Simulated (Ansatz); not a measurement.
**Lu: which structure is lowest?**

Theory: Ansatz 0.2.0, DFT, PBEsol, plane waves (420 eV) with PAW, scalar-relativistic. (PAW data from PBE, frozen cores regenerated.)

Each structure is relaxed within its own symmetry, so a high-lying one may be dynamically unstable.

```json
{"structure": "hcp", "ΔE (meV/atom)": "0", "V (Å³/atom)": "27.54", "cell": "a = 3.444 Å, c = 5.362 Å (c/a = 1.557)", "magnetic state": "spin not included"}
{"structure": "dhcp", "ΔE (meV/atom)": "16", "V (Å³/atom)": "27.31", "cell": "a = 3.400 Å, c = 10.910 Å (c/a = 3.209)", "magnetic state": "spin not included"}
{"structure": "fcc", "ΔE (meV/atom)": "36", "V (Å³/atom)": "27.26", "cell": "a = 4.777 Å", "magnetic state": "spin not included"}
{"structure": "omega (AlB2-type)", "ΔE (meV/atom)": "88", "V (Å³/atom)": "27.37", "cell": "a = 5.324 Å, c = 3.344 Å (c/a = 0.628)", "magnetic state": "spin not included"}
{"structure": "bcc", "ΔE (meV/atom)": "153", "V (Å³/atom)": "27.97", "cell": "a = 3.824 Å", "magnetic state": "spin not included"}
{"structure": "A15", "ΔE (meV/atom)": "308", "V (Å³/atom)": "28.87", "cell": "a = 6.135 Å", "magnetic state": "spin not included"}
{"structure": "simple cubic", "ΔE (meV/atom)": "878", "V (Å³/atom)": "30.58", "cell": "a = 3.127 Å", "magnetic state": "spin not included"}
{"structure": "diamond", "ΔE (meV/atom)": "2121", "V (Å³/atom)": "46.19", "cell": "a = 7.176 Å", "magnetic state": "spin not included"}
```

ΔE counts from hcp.

Differences under about 8 meV lie within the error of the k-point mesh.
